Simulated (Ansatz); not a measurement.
Input file:

```yaml
crystal:
  periodic: [false, false, false]
  atoms:
    - {symbol: Si, position_ang: [0.000000, 0.000000, 0.000000]}
    - {symbol: P, position_ang: [0.000000, 0.000000, 4.793000]}
basis:
  gaussian: {orbitals: 6-31G}
total_charge: 1
magnetization: {spin_polarized: false, initial_magnetization: 2}
correlation: {method: fci, electrons: outside_noble_gas}
```

```sh
$ ansatz run in.yaml --threads 1 --pin off --events-out ev --progress --plain --max-ram 2393MiB
```

Log:

```
476 factors; integrals over basis functions are off by at most 6.7e-8 eV
mean field evaluation 1: about -17110.3992 eV, gradient 1.9e1 eV
mean field evaluation 2: about -17110.4013 eV, gradient 1.9e1 eV
mean field evaluation 4: about -17114.9365 eV, gradient 2.0e1 eV
mean field evaluation 8: about -17117.7693 eV, gradient 5.3e0 eV
mean field evaluation 16: about -17120.1215 eV, gradient 8.4e-2 eV
mean field evaluation 32: about -17120.1145 eV, gradient 1.4e-2 eV
mean field evaluation 64: about -17120.1168 eV, gradient 2.9e-1 eV
mean field evaluation 96: about -17120.1198 eV, gradient 7.1e-2 eV
mean field evaluation 128: about -17120.1145 eV, gradient 1.1e-4 eV
mean field evaluation 160: about -17120.0105 eV, gradient 1.4e-1 eV
mean field evaluation 192: about -17120.1145 eV, gradient 5.4e-4 eV
mean field evaluation 224: about -17119.7060 eV, gradient 4.0e-1 eV
mean field evaluation 256: about -17119.7514 eV, gradient 3.7e-2 eV
mean field evaluation 288: about -17119.5839 eV, gradient 8.7e-2 eV
mean field -17120.11988165 eV, -629.1528012166 hartree, gradient 2.9e-6 eV, S^2 2.000000; 21 other end points of the search recorded, 0 dependent functions left out
mean field evaluation 320: about -17122.4197 eV, gradient 8.6e-2 eV
determinant -17120.11988165 eV, -629.1528012166 hartree, with singles and doubles -17121.89857234 eV, -629.2181668937 hartree
determinant -17120.11451889 eV, -629.1526041387 hartree, with singles and doubles -17121.89313778 eV, -629.2179671773 hartree
determinant -17119.89451085 eV, -629.1445189926 hartree, with singles and doubles -17121.62794422 eV, -629.2082214939 hartree
determinant -17119.58407764 eV, -629.1331107825 hartree, with singles and doubles -17122.71128040 eV, -629.2480333643 hartree
determinant -17119.58407764 eV, -629.1331107825 hartree, with singles and doubles -17123.66547711 eV, -629.2830994465 hartree
unrestricted determinant -17122.43278976 eV, -629.2377990218 hartree, S^2 3.0001
10 core orbitals not correlated: weight in the atoms' cores, before any rotation towards them, 1.000 or more for the frozen orbitals, at most 0.000 for the correlated occupied ones
reference -17120.11988165 eV, -629.1528012166 hartree; 5, 3 occupied and 11, 13 virtual orbitals, 476 factors
state -17123.70670804 eV, -629.2846146550 hartree
10 core orbitals not correlated: weight in the atoms' cores, before any rotation towards them, 1.000 or more for the frozen orbitals, at most 0.000 for the correlated occupied ones
state -17123.70571321 eV, -629.2845780959 hartree
Total energy: -17123.70670804 eV, -629.2846146550 hartree
```

Natural occupations: 1.9859 1.9239 1.0194 0.9973 0.9969 0.9772 0.0362 0.0360 0.0072 0.0050 0.0049 0.0049 0.0028 0.0024 0.0002 0.0000.

Ran on 1 thread of Arm Neoverse V2, shared host: 21 s wall, 0.17 GiB peak host memory.
